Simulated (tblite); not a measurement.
C4H7F2 (doublet state).
Geometry (GFN2-xTB, Å), atoms numbered from 1 in this order:
```
atom  x, y, z in Å
C1    -1.7020    0.2333    0.5118
C2    -0.1860    0.3366    0.5790
C3     0.4690   -0.4465   -0.5832
C4     1.9447   -0.3697   -0.5529
F5     2.5246    0.8190   -0.7864
F6     2.5928   -0.9785    0.4538
H7    -2.1502    0.7879    1.3329
H8    -2.0204   -0.8042    0.5842
H9    -2.0743    0.6443   -0.4238
H10    0.1740   -0.0691    1.5261
H11    0.1198    1.3824    0.5176
H12    0.1241   -0.0383   -1.5345
H13    0.1795   -1.4966   -0.5211
```

Computed values, GFN2-xTB/tblite, gas phase, harmonic and unscaled. This tight-binding method is rough: wavenumbers can miss measured ones by several per cent, in bad cases by 10 to 20. One conformer, not necessarily the lowest. Open shells enter through the occupations alone, without spin polarisation, and single modes of such species can be off by tens of per cent.

Harmonic wavenumbers (cm⁻¹): 66.8, 81.4, 151.6, 233.3, 311.4, 340.4, 456.5, 573.7, 779.2, 860.0, 887.1, 924.5, 1040.1, 1074.9, 1095.5, 1175.8, 1232.3, 1248.9, 1265.8, 1287.5, 1329.4, 1412.9, 1441.2, 1484.0, 1496.0, 1499.3, 2984.1, 2991.7, 2998.9, 3000.0, 3037.1, 3037.8, 3041.7.

A = 7137, B = 1854, C = 1673 MHz; mass 93.052 u (most abundant isotopes); point group Cs, symmetry number 1; spin multiplicity 2.

**Question.** Zero-point energy?

**Answer.** Half the sum of the wavenumbers: 22420 cm⁻¹ = 268.21 kJ/mol.

**Question.** What is S at 298.15 K and 1 bar for an ideal gas of classical rigid rotors and harmonic oscillators?

**Answer.** Translation 165.39, rotation 113.29, vibration 73.59, spin (R ln 2) 5.76: S = 358.0 J/(mol K).

**Question.** And Cp and H(298.15 K) − H(0)?

**Answer.** Cp = 108.21 J/(mol K), of which vibrations give 74.95 (their classical limit is 33 R = 274.4); H(298.15 K) − H(0) = 21.42 kJ/mol without the zero-point energy, 11.50 from vibrations.

**Question.** Blend soft modes into free rotors: weight 1/[1 + (100 cm⁻¹/ν̃)⁴] for the oscillator and the rest for a rotor with moment μB/(μ + B), μ = h/(8π²ν), B = 10⁻⁴⁴ kg m². What vibrational entropy results?

**Answer.** 67.74 J/(mol K) in place of 73.59, which changes −T·S at 298.15 K by +1.74 kJ/mol.

**Question.** What must be added to the electronic energy to get the Gibbs energy at 298.15 K and 1 bar?

**Answer.** ZPE + [H(298.15 K) − H(0)] − T·S = 268.21 + 21.42 − 106.75 = 182.88 kJ/mol.

Hindered rotation and anharmonicity are outside this model. Other conformers, if any are populated, would add a mixing term that is left out.
